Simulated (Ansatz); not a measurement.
Antifluorite Mg2Ge, treated with PBE in Ansatz (plane waves, PAW).

Numerical settings: plane-wave cutoff 520 eV, 10×10×10 k mesh, Fermi–Dirac smearing 0.01 eV, scalar-relativistic PAW data made under PBE.

Properties against volume:

| V (Å³/atom) | P (GPa) | direct gap at Γ (eV) | smallest gap on the k mesh (eV) |
|---|---|---|---|
| 20.742 | 3.50 | 1.298 | 0.109 |
| 21.184 | 2.21 | 1.177 | 0.129 |
| 21.625 | 1.05 | 1.060 | 0.148 |
| 22.066 | 0.00 | 0.947 | 0.165 |
| 22.507 | -0.94 | 0.838 | 0.182 |
| 22.949 | -1.79 | 0.733 | 0.198 |
| 23.390 | -2.56 | 0.631 | 0.214 |

The fundamental gap (0.17 eV at the equilibrium volume, with added k points) lies elsewhere than Γ–Γ.

Measured, for comparison: band gap 0.74 eV (temperature not stated, no zero-point or thermal correction, indirect, Γ–X; as tabulated in Ryu et al. (2019), arXiv:1905.06140).

Spin–orbit coupling is not included.

Ansatz is a quantum-chemistry and plane-wave program.
